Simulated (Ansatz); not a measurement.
# NH₃S (triplet): from Hartree-Fock to the top rungs at distance N1–H4 along a hydrogen transfer = 1.012 Å, cc-pVDZ

One table from this session's results is given with a row withheld; the runs are named, their logs left out.

Program: Ansatz 0.2.0, Gaussian basis. Level of theory: cc-pVDZ, core rule «outside noble gas», up to 6 orbitals frozen. These are calculated values, not measurements.

Plan: UHF; CCSD(T) on ROHF; CCSD(T) on UHF; BCCD(T) on ROHF; CISD; CCSDT(Q) on ROHF; CCSDT(Q) on UHF; CASSCF and MRCISD+Q, 4 electrons in 4 orbitals; CASSCF and NEVPT2, 4 electrons in 4 orbitals; CASSCF and NEVPT2, 14 electrons in 11 orbitals.

7 further runs of the same task are left out: 7 that didn't finish.

### The geometry

The geometry derives from fragments relaxed apart (PBE0/def2-TZVP) and kept rigid, so it is no stationary point. A hydrogen atom is moved between rigid fragments.

5 atoms, charge 0, spin multiplicity 3.

Atoms are counted from 1 here; the program's logs count them from 0.

Bond lengths: N1–H2 1.012 Å, N1–H3 1.012 Å, N1–H4 1.012 Å. Angles: H2–N1–H3 107.1°, H2–N1–H4 107.1°, H3–N1–H4 107.1°.

The first run:

Contents of in.yaml:

```yaml
crystal:
  periodic: [false, false, false]
  atoms:
    - {symbol: N, position_ang: [-1.792889, -0.011611, -0.018072]}
    - {symbol: H, position_ang: [-2.090168, 0.956222, -0.018071]}
    - {symbol: H, position_ang: [-2.090168, -0.413910, 0.862188]}
    - {symbol: H, position_ang: [-0.780428, -0.011611, -0.018072]}
    - {symbol: S, position_ang: [0.939111, -0.011610, -0.018072]}
basis:
  gaussian: {orbitals: cc-pVDZ}
magnetization: {spin_polarized: true, initial_magnetization: 2}
hamiltonian: {xc: hf}
output: {orbitals: {seedname: orbitals}}
```

On the command line:

```sh
ansatz run in.yaml --threads 1 --pin off --events-out ev --progress --plain --max-ram 2393MiB
```

Among the steps run: UHF; CCSD(T) on ROHF; CCSD(T) on UHF; BCCD(T) on ROHF; CISD; CCSDT(Q) on ROHF; CCSDT(Q) on UHF; CASSCF and MRCISD+Q, 4 electrons in 4 orbitals; CASSCF and NEVPT2, 4 electrons in 4 orbitals; CASSCF and NEVPT2, 14 electrons in 11 orbitals.

One of the session's tables, all rows but one given; the rest of the session is left out.

```
        method  from UCCSDT(Q) (kJ/mol)
          ROHF                        ?
           UHF                   +845.1
          RMP2                   +105.8
          UMP2                   +108.1
          CISD                    +89.6
         RCCSD                    +19.9
         UCCSD                    +19.6
      RCCSD(T)                     +3.1
      UCCSD(T)                     +3.1
       BCCD(T)                     +3.1
        RCCSDT                     +1.4
        UCCSDT                     +1.4
     RCCSDT(Q)                     +0.1
     UCCSDT(Q)                        0
CASSCF valence                   +658.6
NEVPT2 valence                   +141.7
```

Q: Estimate the row for ROHF from the others.

The run gave: from UCCSDT(Q) (kJ/mol): +859.2. In the column «from UCCSDT(Q) (kJ/mol)» it is the highest.

Left out of the table: CASSCF pair, NEVPT2 pair, MRCISD pair, MRCISD+Q pair (the active space lost an orbital or holds another state than full CI finds).

Caveats from the session: Restricted and unrestricted rows rest on different reference determinants; where their highest levels disagree by more than a few hundredths of an eV, they describe different states and don't form one ladder. Warnings in the runs' records: passed over end.
